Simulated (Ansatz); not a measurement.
**HBSi, singlet: reading a ladder of total energies**

Geometry: displaced at random from a stationary point.

```xyz
3

Si   -0.0154   -0.0090    1.6804
B    -0.0163   -0.0252   -0.2259
H     0.0317    0.0342   -1.4545
```

Basis 6-31G; Ansatz 0.2.0. Only valence electrons are correlated (noble-gas cores frozen), which leaves 8 electrons in 18 orbitals. Prefix R: restricted or restricted open-shell reference.

Full CI is exact within this basis and frozen core; it isn't the basis-set limit.

Runs differ by some tens of microhartree through their thresholds, so steps under 0.03 kcal/mol mean nothing.

```csv
level,total energy (hartree)
RHF,-313.995380
RMP2,-314.082378
RCCSD,-314.110244
RCCSD(T),-314.113686
RCCSDT*,-314.115711
RCCSDT(Q)*,-314.117156
RCCSDTQ*,-314.117586
full CI,-314.117674
```

Question: What is the correlation energy at full CI, and what share of it do RMP2 and RCCSDT recover?

Answer: E(corr) = -314.117674 − (-313.995380) = -0.122294 hartree = -3.328 eV. RMP2: -0.086998 / -0.122294 = 71.14 %. RCCSDT: -0.120331 / -0.122294 = 98.39 %.

Question: By how many kcal/mol does RCCSD(T) miss full CI (1 hartree = 627.509 kcal/mol), and which steps make up the rest?

Answer: -314.113686 − (-314.117674) = 0.003988 hartree = 2.50 kcal/mol. Steps: RCCSDT − RCCSD(T) = -1.27, RCCSDT(Q) − RCCSDT = -0.91, RCCSDTQ − RCCSDT(Q) = -0.27, full CI − RCCSDTQ = -0.06 kcal/mol. With more than one leading determinant such errors change with state and geometry, and needn't cancel in differences.

An asterisk marks runs whose energy the program itself flagged as in doubt.
